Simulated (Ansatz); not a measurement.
System: C2H3, charge -1, singlet. C2H3- (SMILES [CH-]=C).
B3LYP-D3(BJ)/def2-TZVP minimum from Ansatz (an electronic-structure program):
```
C
C 1 1.3514
H 1 1.1007 2 121.53
H 1 1.1100 3 111.48 2 -180.00
H 2 1.1197 1 107.92 3 -180.00
```
Charge -1, spin multiplicity 1.

Total energies in aug-cc-pVDZ, 12 correlated electrons, 2 frozen orbitals. Open shells are spin-unrestricted; no spin-orbit coupling. Cores are frozen in correlated methods. No relativity.

| method | program | energy (Eh) | minus CCSDT(Q) (mEh) |
|---|---|---|---|
| HF | Ansatz | -77.37367 | 337.22 |
| MP2 | Ansatz | -77.67055 | 40.35 |
| CCSD | Ansatz | -77.69525 | 15.65 |
| CCSD(T) | Ansatz | -77.70924 | 1.65 |
| CCSDT(Q) | Ansatz | -77.71089 | 0.00 |

Rough core times of Ansatz's runs on a shared machine: CCSD(T) under 20 s, CCSDT(Q) 70 s.
